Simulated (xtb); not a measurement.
nitrous oxide (N2O), SMILES [N+](#N)[O-]. All values are semi-empirical tight-binding results from xtb (GFN2-xTB unless named), good for trends rather than for accurate numbers. The structure is a stationary point at GFN2-xTB.

Estimate the properties. (Estimate from the structure and the level; the computed values follow.)


The point group as xtb finds it is C∞v and the orbital gap is 6.24 eV. The dipole moment comes out as 0.20 D. The zero-point energy is 7.4 kcal/mol and the G − E(el) at 298.15 K (modified RRHO) comes out as -5.9 kcal/mol. The static polarisability (D4 model) is 18.8 bohr³ and the solvation energy, GFN2-xTB/ALPB(water) is -4.4 kcal/mol. The solvation energy, GFN2-xTB/ALPB(thf) is -2.3 kcal/mol.

Computed IR lines (harmonic; lines under 4 % of the strongest left out, lines within 3 cm⁻¹ merged):
ν (cm⁻¹): 553 (w), 1442 (w), 2651 (vs) (against the strongest line: vs over 80 %, s over 45 %, m over 15 %, w over 4 %, vw less)
